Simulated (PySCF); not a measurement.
Stationary points of CF₄

These are results of PySCF, PBE0, basis C def2-TZVP, F def2-TZVP (no relativity, density fitting), not measurements.

Relaxations began from a few typed shapes. The search is not exhaustive: other isomers or separated fragments can lie lower, and high-lying points may rest on an excited occupation.

Q: Order these stationary points by electronic energy, lowest first, in kJ/mol from the lowest minimum.
A. singlet Td: C–F 1.318 Å (×4); F–C–F 109.5° (×6)
B. singlet D4h: C–F 1.397 Å (×4); F–C–F 90.0° (×4), F–C–F 180.0° (×2)

A: A (0.0), B (532.3).

Q: Which of them are minima?

A: By energy in kJ/mol, 0.0: minimum; 532.3: saddle point, 1 imaginary mode.

Counting electrons, carbon keeps none of its valence electrons outside its bonds, so the VSEPR class is AX4 and the expected shape is tetrahedral (Td), as computed.
